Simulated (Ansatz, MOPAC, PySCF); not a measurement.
Molecule: CHCl₂ (charge 0, doublet). SMILES: Cl[CH]Cl
Geometry from a B3LYP-D3(BJ)/def2-TZVP (Ansatz, an electronic-structure program) optimisation:
```
C
H 1 1.0785
Cl 1 1.7039 2 117.35
Cl 1 1.7039 2 117.35 3 153.21
```
Charge 0, spin multiplicity 2.

Quantity: size of the dipole moment, in D. Conventions: no dispersion term unless named; non-relativistic; six Cartesian d functions in 6-31G* and its kin unless marked 5d; 6-311+G** with 5d, 6d on Na to Ar in Ansatz; open shells spin-unrestricted; no spin-orbit coupling; PM7 with its own dispersion and hydrogen-bond terms; LANL2DZ with its own core potentials from Na on. Ab initio and DFT rows: single points at B3LYP-D3(BJ) geometries (Ansatz). Semi-empirical rows: dipoles at the shared geometry.

```tsv
level	program	size of the dipole moment (D)
PM7	MOPAC	1.17
PBE/LANL2DZ	Ansatz	1.07
B3LYP/STO-3G	Ansatz	1.22
B3LYP/3-21G	Ansatz	1.17
B3LYP/6-31G	Ansatz	1.20
B3LYP/6-31G*	Ansatz	1.02
M06-2X/6-311+G**	PySCF	1.03
```

No value to compare with is used here. The 7 habitual levels span 1.02 (B3LYP/6-31G*) to 1.22 D (B3LYP/STO-3G).

The levels are drawn from those run, B3LYP/6-31G* more often than the rest, none by its result; runs whose electronic state is in doubt are left out.
